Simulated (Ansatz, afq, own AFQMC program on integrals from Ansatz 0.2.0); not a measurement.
## Atomization energy of SiCl2, singlet

```xyz
3

Cl    0.2952    1.6158    0.3401
Si   -0.7742   -0.0105   -0.4243
Cl    0.4791   -1.6053    0.0842
```

Connectivity, by distances: Cl–Si–Cl.

Atoms in their ground-state spins without spin–orbit coupling (mostly on UHF) minus the molecule (RHF), without zero-point energy. The geometry is a stationary point, not shown to be a minimum.

Basis def2-TZVP. Only valence electrons are correlated. Ansatz 0.2.0 and our own AFQMC program on the same integrals; the CISD trial comes from CCSD amplitudes, and released means the phaseless constraint is let go. ± is one standard error of the sampling. The errors of all members are added in quadrature.

No full CI on the walks' own integrals is used here; CCSDT(Q) serves as the reference and is uncertain by about the last step of the cluster series. Each member takes its own surest rung, up to full CI.

The best estimate is CCSD(T) at the basis-set limit (CBS: def2-TZVPP and def2-QZVPP, with their diffuse functions for anions and beside diffuse sets, CCSD(T) itself extrapolated) plus the step from CCSD(T) to CCSDT(Q) in def2-TZVP. Rows without CBS are in def2-TZVP; B2PLYP and the wave-function rows carry a basis error of their own. Core correlation and relativity beyond core potentials are missing, and ± holds the sampling alone.

Cautions: SiCl₂ (singlet): restricted determinant unstable towards unrestricted (UHF 5 meV lower, ⟨S²⟩ 0.09), its ph-AFQMC/CISD value lies 17 ± 6 meV above CCSDT(Q); other spins of the molecule weren't checked.

Best estimate: 871.5 kJ/mol.

```tsv
level	atomization energy (kJ/mol)	error against the best estimate (kJ/mol)
HF	604.7	-266.8
MP2	864.6	-6.9
CCSD	796.8	-74.7
CCSD(T)	823.0	-48.5
CCSDT	820.8	-50.7
CCSDT(Q)	823.3	-48.1
ph-AFQMC/CISD	823.7 ± 0.6	-47.8 ± 0.6
released AFQMC	824.0 ± 1.1	-47.5 ± 1.1
HF/CBS	607.8	-263.7
MP2/CBS	908.8	37.3
CCSD(T)/CBS	871.2	-0.3
PBE	886.5	15.0
r2SCAN	871.5	0.0
PBE0	860.5	-11.0
B3LYP	837.7	-33.8
wB97M-V	887.9	16.4
B2PLYP	844.5	-26.9
```

Correlation beyond CCSD(T) adds 0.3 kJ/mol. Going to the basis-set limit adds 48.2 kJ/mol at CCSD(T). The perturbative (T) step is worth +26.2 kJ/mol. The functionals spread over 50.1 kJ/mol; r2SCAN comes nearest and B3LYP is 33.8 kJ/mol too low.

Best estimates are given only where the step beyond CCSD(T) is under 0.3 eV and no member's determinant is very poor (T1 over 0.05, or 0.07 for open shells, ⟨S²⟩ too high by 0.3, two states mixed), so the hardest cases are missing from such tables.

The functionals ran in a triple-zeta set and keep a basis error of their own, a few kJ/mol for each bond in atomization energies and more for double hybrids, so close places among them and the extrapolated levels can swap.

CCSDT and higher add their correlation energy to the determinant of the CCSD(T) run, since their own runs factorise the integrals more tightly (a shift of under 2 meV). Each member of a difference takes its own highest rung, so a best estimate needn't equal the limit plus the step of one row. A walk keeps the symmetry of its determinant, which the program's search chose and which needn't be the lowest solution, so a lower state of the same spin and another symmetry isn't excluded. Released energies are given only where the last usable release times agree within the noise; a slower fall can still hide under it.
